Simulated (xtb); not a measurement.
xtb input (GFN2-xTB):

```bash
xtb mol.xyz --gfn 2 --ohess tight --chrg -1 --uhf 0
```
mol.xyz:
```
7

C     -0.03717227    -0.11755497    -1.20615052
Si    -0.02003788    -0.11057411     0.72159692
H     -0.88937895     0.38926908    -1.55536032
H      0.91554114     0.34173522    -1.53988224
H      0.03893243     1.25260343     1.17981729
H     -1.20428592    -0.82744318     1.22126854
H      1.20950571    -0.84209842     1.22169443
```

Output:

```
           -------------------------------------------------
          |                Calculation Setup                |
           -------------------------------------------------

           -------------------------------------------------
          |                 G F N 2 - x T B                 |
           -------------------------------------------------

        Reference                      10.1021/acs.jctc.8b01176
      * Hamiltonian:
        H0-scaling (s, p, d)           1.850000    2.230000    2.230000
        zeta-weighting                 0.500000
      * Dispersion:
        s8                             2.700000
        a1                             0.520000
        a2                             5.000000
        s9                             5.000000
      * Repulsion:
        kExp                           1.500000    1.000000
        rExp                           1.000000
      * Coulomb:
        alpha                          2.000000
        third order                    shell-resolved
        anisotropic                    true
        a3                             3.000000
        a5                             4.000000
        cn-shift                       1.200000
        cn-exp                         4.000000
        max-rad                        5.000000

          ...................................................
          :                      SETUP                      :
          :.................................................:
          :  # basis functions                  19          :
          :  # atomic orbitals                  18          :
          :  # shells                           10          :
          :  # electrons                        14          :
          :  max. iterations                   250          :
          :  Hamiltonian                  GFN2-xTB          :
          :  restarted?                      false          :
          :  GBSA solvation                  false          :
          :  PC potential                    false          :
          :  electronic temp.          300.0000000     K    :
          :  accuracy                    1.0000000          :
          :  -> integral cutoff          0.2500000E+02      :
          :  -> integral neglect         0.1000000E-07      :
          :  -> SCF convergence          0.1000000E-05 Eh   :
          :  -> wf. convergence          0.1000000E-03 e    :
          :  Broyden damping             0.4000000          :
          :  net charge                         -1          :
          :  unpaired electrons                  0          :
          ...................................................

 iter      E             dE          RMSdq      gap      omega  full diag
   1     -6.4782760 -0.647828E+01  0.617E+00    4.12       0.0  T
   2     -6.5349365 -0.566604E-01  0.836E+00    2.30       1.0  T
   3     -6.5607116 -0.257751E-01  0.680E+00    2.62       1.0  T
   4     -6.5489496  0.117621E-01  0.441E+00    2.66       1.0  T
   5     -6.5773004 -0.283508E-01  0.632E-01    3.31       1.0  T
   6     -6.5773814 -0.809980E-04  0.341E-01    3.34       1.0  T
[...]
           -------------------------------------------------
          |                Geometry Summary                 |
           -------------------------------------------------

      molecular mass/u    :       45.1359384
   center of mass at/Å    :        0.0010559      -0.0555300       0.0828416
  moments of inertia/u·Å² :        0.7348322E+01   0.4085725E+02   0.4248045E+02
rotational constants/cm⁻¹ :        0.2294079E+01   0.4125983E+00   0.3968327E+00

 * 3 selected distances

     #   Z          #   Z                                           value/Å
     1   6 C        2  14 Si                                      1.8001437 (max)
     2  14 Si       6   1 H                                       1.5067487 (min)
     2  14 Si       7   1 H                                       1.5068700

 * 2 distinct bonds (by element types)

   Z      Z             #   av. dist./Å        max./Å        min./Å
   1 H   14 Si          2     1.5068093     1.5068700     1.5067487
   6 C   14 Si          1     1.8001437     1.8001437     1.8001437

           -------------------------------------------------
          |               Frequency Printout                |
           -------------------------------------------------
 projected vibrational frequencies (cm⁻¹)
eigval :       -0.00    -0.00    -0.00    -0.00     0.00     0.00
eigval :      303.97   535.33   550.29   676.65   820.31   906.73
eigval :      912.92   938.73   987.48  1497.76  1507.79  1769.95
eigval :     1826.95  2777.51  2798.51
 reduced masses (amu)
   1: 13.25   2: 10.48   3: 13.66   4: 16.36   5: 19.45   6: 12.83   7:  1.33   8:  3.42
   9:  3.68  10:  4.91  11:  1.90  12:  3.14  13:  3.66  14:  1.86  15: 14.33  16:  1.71
  17:  2.54  18:  1.92  19:  1.47  20:  2.00  21:  1.52
 IR intensities (km·mol⁻¹)
   1:  8.11   2: 19.10   3: 12.59   4:  5.58   5: 15.08   6:  9.55   7:  0.67   8:105.96
   9:114.37  10:143.08  11:249.62  12:288.35  13: 70.39  14:206.17  15:432.93  16:963.52
Molecule has the following symmetry elements: (sigma)
It seems to be the Cs point group
  17: 25.29  18:******  19:517.26  20:338.45  21:247.91
 Raman intensities (Ä⁴*amu⁻¹)
   1:  0.00   2:  0.00   3:  0.00   4:  0.00   5:  0.00   6:  0.00   7:  0.00   8:  0.00
   9:  0.00  10:  0.00  11:  0.00  12:  0.00  13:  0.00  14:  0.00  15:  0.00  16:  0.00
  17:  0.00  18:  0.00  19:  0.00  20:  0.00  21:  0.00
 output can be read by thermo (or use thermo option).
 writing <g98.out> molden fake output.
 recommended (thermochemical) frequency scaling factor: 1.0
           -------------------------------------------------
          |             Thermodynamic Functions             |
           -------------------------------------------------

cs  symmetry found (for desy threshold:  0.10E+00) used in thermo

          ...................................................
          :                      SETUP                      :
          :.................................................:
          :  # frequencies                          15      :
          :  # imaginary freq.                       0      :
          :  linear?                             false      :
          :  only rotor calc.                    false      :
          :  symmetry                               cs      :
          :  rotational number                       1      :
          :  scaling factor                  1.0000000      :
          :  rotor cutoff                   50.0000000 cm⁻¹ :
          :  imag. cutoff                  -20.0000000 cm⁻¹ :
          :.................................................:

    mode    ω/cm⁻¹     T·S(HO)/kcal·mol⁻¹    T·S(FR)/kcal·mol⁻¹   T·S(vib)
   ------------------------------------------------------------------------
   ------------------------------------------------------------------------

   temp. (K)  partition function   enthalpy   heat capacity  entropy
                                   cal/mol     cal/K/mol   cal/K/mol   J/K/mol
 298.15  VIB   1.68                  753.652      7.484      3.557
         ROT  0.863E+04              888.752      2.981     20.991
         INT  0.145E+05             1642.404     10.465     24.548
         TR   0.293E+27             1481.254      4.968     37.330
         TOT                        3123.6578    15.4329    61.8780   258.8974

       T/K    H(0)-H(T)+PV         H(T)/Eh          T*S/Eh         G(T)/Eh
   ------------------------------------------------------------------------
    298.15    0.497787E-02    0.478322E-01    0.294002E-01    0.184320E-01
   ------------------------------------------------------------------------

         :::::::::::::::::::::::::::::::::::::::::::::::::::::
         ::                  THERMODYNAMIC                  ::
         :::::::::::::::::::::::::::::::::::::::::::::::::::::
         :: total free energy          -6.506956069687 Eh   ::
         ::.................................................::
         :: total energy               -6.525388096872 Eh   ::
         :: zero point energy           0.042854384197 Eh   ::
         :: G(RRHO) w/o ZPVE           -0.024422357011 Eh   ::
         :: G(RRHO) contrib.            0.018432027186 Eh   ::
         :::::::::::::::::::::::::::::::::::::::::::::::::::::

optimized geometry written to: xtbopt.xyz

           -------------------------------------------------
          | TOTAL ENERGY               -6.525388096872 Eh   |
          | TOTAL ENTHALPY             -6.477555847104 Eh   |
          | TOTAL FREE ENERGY          -6.506956069687 Eh   |
          | GRADIENT NORM               0.000140143067 Eh/α |
          | HOMO-LUMO GAP               4.331576378220 eV   |
           -------------------------------------------------

------------------------------------------------------------------------
------------------------------------------------------------------------
 total:
 SCF:
Note: The following floating-point exceptions are signalling: IEEE_DENORMAL
normal termination of xtb
 ANC optimizer:
 analytical hessian:
```

It need not be the lowest isomer of its formula. Whether it binds its extra electron was not tested at this geometry.
